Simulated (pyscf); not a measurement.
**Concerted two-bond exchange: AsH₃ + BH [singlet] → HB=AsH + hydrogen (H₂)**

Gas phase, singlet surface, charge 0. Bonds broken: As1–H2, As1–H3. Bonds formed: As1–B5, H2–H3. Structures and frequencies: ωB97X-D3(BJ)/def2-SVP in PySCF.

Transition state (Å):

```xyz
6

As     0.5536    -0.0718    -0.7561
H      0.2043     0.9141    -2.0748
H     -0.3994     1.1751    -1.1332
H     -0.5960    -0.9791    -1.0892
B      0.7866    -0.0268     1.2879
H      1.0823     1.1092     1.6394
```

One imaginary mode, 1611i cm⁻¹; descent along it reached the two sides named, in the forms told below.

| bond | change | reactant side (Å) | saddle | product side |
|---|---|---|---|---|
| As1–H2 | breaks | 1.539 | 1.683 | 4.2 |
| As1–H3 | breaks | 1.503 | 1.614 | 3.4 |
| As1–B5 | forms | 2.153 | 2.058 | 1.791 |
| H2–H3 | forms | 2.290 | 1.149 | 0.761 |

Electronic energies relative to the separated reactants (kcal/mol):

| level | barrier | reaction energy | reverse barrier |
|---|---|---|---|
| ωB97X-D3(BJ)/def2-TZVP | 22.3 | -58.7 | 81.0 |
| PBE/def2-TZVP | 5.4 | -67.5 | 72.9 |
| r²SCAN/def2-TZVP | 8.4 | -67.2 | 75.6 |
| B3LYP-D3(BJ)/def2-TZVP | 17.0 | -60.3 | 77.3 |
| PBE0-D3(BJ)/def2-TZVP | 12.0 | -63.8 | 75.8 |
| M06-2X/def2-TZVP | 19.9 | -62.5 | 82.4 |
| ωB97M-D3(BJ)/def2-TZVP | 23.9 | -57.9 | 81.8 |
| HF/def2-TZVP | 48.5 | -40.8 | 89.2 |

With ωB97M-D3(BJ)/def2-TZVP energies and thermal terms (ideal gas, 1 atm, RRHO with modes under 100 cm⁻¹ raised to 100, one conformer, R ln 2 for chiral ones without a mode under 150 cm⁻¹), in kcal/mol:

| T (K) | ΔH‡ | ΔG‡ | ΔH | ΔG |
|---|---|---|---|---|
| 298 | 23.5 | 31.5 | -58.0 | -57.0 |
| 600 | 23.7 | 39.6 | -57.4 | -56.2 |
| 900 | 24.0 | 47.5 | -56.9 | -55.7 |
| 1200 | 24.5 | 55.2 | -56.8 | -55.4 |

On the reactant side the descent ends in an adduct with a As–B contact, 14.2 kcal/mol under the separated species and 36.6 kcal/mol under the saddle at ωB97X-D3(BJ)/def2-TZVP. On the product side the descent ends in an adduct with a B–H contact (not fully relaxed), 0.5 kcal/mol under the separated species and 81.5 kcal/mol under the saddle at ωB97X-D3(BJ)/def2-TZVP. What is counted as formed (As–B) is already present as a longer contact in the reactant adduct; forming that adduct is a step of its own. HB=AsH is closed by a dative B–H contact. This is the saddle that the search found; another between the same sides may lie lower. Elements up to Kr have no core potential and no relativistic terms here.
